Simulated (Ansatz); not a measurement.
Run this with Ansatz's Python interface and show what comes out.

`c2h3f3.py`
```python
"""C2H3F3 at several levels of theory."""

from pathlib import Path
import logging
import sys

import ansatz
import numpy as np
from rdkit import Chem
from rdkit.Chem import AllChem

logging.basicConfig(stream=sys.stdout, format="%(levelname)s:%(name)s:%(message)s")
log = logging.getLogger("run")
log.setLevel(logging.INFO)

# start geometry from RDKit
rd = Chem.AddHs(Chem.MolFromSmiles("FCC(F)F"))
AllChem.EmbedMolecule(rd, randomSeed=403)
AllChem.UFFOptimizeMolecule(rd)
mol = ansatz.Crystal.molecule()
for atom, xyz in zip(rd.GetAtoms(), rd.GetConformer().GetPositions()):
    mol = mol.atom(atom.GetSymbol(), xyz.round(5).tolist())

base = mol.calculation().basis(gaussian="def2-SVP")

log.info("functional    E (Ha)        dipole (D)   HOMO (eV)  LUMO (eV)")
for name in ["b3lyp", "lc_wpbe", "pbe0", "blyp"]:
    r = base.functional(name).forces().orbitals().run(runs_dir="runs").report
    lines = Path(r["orbitals_path"]).read_text().splitlines()
    field_of = lambda key: [line.split("=")[1].strip() for line in lines if line.startswith(key)]
    orbitals = [(27.211386 * float(e), s, float(n)) for e, s, n in zip(field_of("Ene="), field_of("Spin="), field_of("Occup="))]
    homo = max(e for e, _, n in orbitals if n > 0.5)
    lumo = min(e for e, _, n in orbitals if n < 0.5)
    dipole = 4.803205 * np.linalg.norm(r["charge_distribution"]["dipole_moment_e_ang"])
    log.info(f"{name:10s} {r['free_energy_ev'] / 27.211386246:14.6f} {dipole:9.3f} {homo:11.3f} {lumo:10.3f}")
```

```console
$ python c2h3f3.py
INFO:run:functional    E (Ha)        dipole (D)   HOMO (eV)  LUMO (eV)
INFO:run:b3lyp         -377.238307     3.100      -9.275      1.290
INFO:run:lc_wpbe       -377.035280     3.236     -12.336      3.947
INFO:run:pbe0          -376.863921     3.184      -9.578      1.640
INFO:run:blyp          -377.173168     2.793      -7.541      0.721
```

Reading the output:
- Total energies depend on the basis set; only differences at equal settings carry meaning.
- The geometry is a force-field or estimated start, not a minimum of this method, and the basis set is short of its limit. A lower total doesn't mark the better method: functionals have no common bound, and MP2 and coupled cluster aren't variational.
- b3lyp holds the VWN-RPA fit, as in Gaussian; the form of ORCA and Turbomole is b3lyp5.
- Levels such as HOMO and LUMO are orbital energies: with these approximate functionals they aren't the ionisation energy and electron affinity, and their gap isn't the fundamental gap.
- Processor time in the engine: 7.7 s on 1 thread of Intel(R) Xeon(R) Processor @ 2.30GHz, with other jobs on the host, peak memory 0.32 GiB.
